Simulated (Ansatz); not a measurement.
Results of r²SCAN+rVV10 in Ansatz (plane waves, PAW) for tetradymite Bi2Te3.

Run with plane-wave cutoff 600 eV, 10×10×10 k mesh, finite displacements, scalar-relativistic PAW data made under PBE.

Computed at the level's own relaxed cell.

Bi$_{2}$Te$_{3}$ has the trigonal space group R-3m, hexagonal axes (No. 166), Pearson symbol hR5. Cell: a = b = 4.394 Å, c = 31.389 Å, α = β = 90.00°, γ = 120.00°. Bi on 6c is coordinated by 3 Te at 3.061 Å and 3 Te at 3.256 Å (octahedral). Te1 on 3a has 6 Bi at 3.256 Å (octahedral). Te2 on 6c sees 3 Bi at 3.061 Å (trigonal pyramidal). (Neighbours: up to the widest gap in distance over summed covalent radii, below 1.35, at either atom; cation-cation and far metal-metal contacts left out.)
(The calculation used a cell of 5 atoms; values per cell refer to that cell.)

Harmonic phonon frequencies (cm⁻¹; i marks an imaginary mode; at Γ without the LO shift):

```
q point                                       frequencies
-------  ------------------------------------------------
Γ        0 0 0 39 39 61 65 65 103 103 110 110 110 135 145
```

Ansatz is a quantum-chemistry and plane-wave program.
